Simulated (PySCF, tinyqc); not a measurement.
CCD on RHF in the sto-3g basis, for HF, spin multiplicity 1, step by step. The lowest restricted solution is unstable here: a spin-polarised one lies 0.0216 hartree lower (PySCF). One step of it, computed by the program tinyqc.

Question. CCD: starting amplitudes. t_ij^ab = <ij||ab> / (e_i + e_j - e_a - e_b), whose energy is MP2.

orbital energies (hartree): MO1 -25.931918, MO2 -1.406353, MO3 -0.464833, MO4 -0.464833, MO5 -0.447621, MO6 0.291878

Two-electron integrals over orbitals (pq|rs), unique and non-zero (hartree):
```
(11|11) 5.364845    (21|11) -0.525433   (21|21) 0.081094    (22|11) 1.241492
(22|21) -0.023281   (22|22) 0.879250    (31|31) 0.029523    (32|31) 0.040314
(32|32) 0.191152    (33|11) 1.264029    (33|21) -0.015231   (33|22) 0.899287
(33|33) 0.997514    (41|41) 0.029523    (42|41) 0.040314    (42|42) 0.191152
(43|43) 0.053770    (44|11) 1.264029    (44|21) -0.015231   (44|22) 0.899287
(44|33) 0.889973    (44|44) 0.997514    (51|11) 0.081861    (51|21) -0.012360
(51|22) 0.004944    (51|33) 0.002425    (51|44) 0.002425    (51|51) 0.016291
(52|11) -0.104372   (52|21) 0.004053    (52|22) -0.045238   (52|33) -0.058449
(52|44) -0.058449   (52|51) 0.020449    (52|52) 0.126499    (53|31) -0.005706
(53|32) -0.023176   (53|53) 0.032776    (54|41) -0.005706   (54|42) -0.023176
(54|54) 0.032776    (55|11) 0.858209    (55|21) -0.008141   (55|22) 0.670871
(55|33) 0.656771    (55|44) 0.656771    (55|51) -0.001440   (55|52) -0.008405
(55|55) 0.652902    (61|11) 0.087659    (61|21) -0.013929   (61|22) 0.002798
(61|33) 0.002605    (61|44) 0.002605    (61|51) -0.013087   (61|52) -0.022560
(61|55) 0.004207    (61|61) 0.018457    (62|11) -0.127643   (62|21) 0.003527
(62|22) -0.071028   (62|33) -0.071027   (62|44) -0.071027   (62|51) -0.019904
(62|52) -0.083189   (62|55) -0.019875   (62|61) 0.019457    (62|62) 0.091277
(63|31) -0.005783   (63|32) -0.023816   (63|53) -0.023744   (63|63) 0.028362
(64|41) -0.005783   (64|42) -0.023816   (64|54) -0.023744   (64|64) 0.028362
(65|11) -0.438589   (65|21) 0.007261    (65|22) -0.256540   (65|33) -0.260598
(65|44) -0.260598   (65|51) 0.001248    (65|52) 0.071176    (65|55) -0.086464
(65|61) -0.004136   (65|62) 0.029697    (65|65) 0.247521    (66|11) 0.821542
(66|21) -0.008742   (66|22) 0.626104    (66|33) 0.612489    (66|44) 0.612489
(66|51) 0.008566    (66|52) 0.038568    (66|55) 0.635724    (66|61) -0.006295
(66|62) -0.047992   (66|65) -0.029294   (66|66) 0.658185
```

Give: Starting amplitudes; correlation energy.

Answer.

Starting amplitudes (spin orbitals 1a, 1b, ...; amplitudes related by a flip of all spins are not repeated):
```
from      to          t
5a 5b  6a 6b    -0.1674
2a 2b  6a 6b    -0.0269
4a 4b  6a 6b    -0.0187
3a 3b  6a 6b    -0.0187
2a 5b  6a 6b    -0.0122
1a 2b  6a 6b    -0.0007
1a 1b  6a 6b  -3.52e-04
1a 5b  6a 6b   1.53e-04
```

correlation energy = -0.045699 hartree
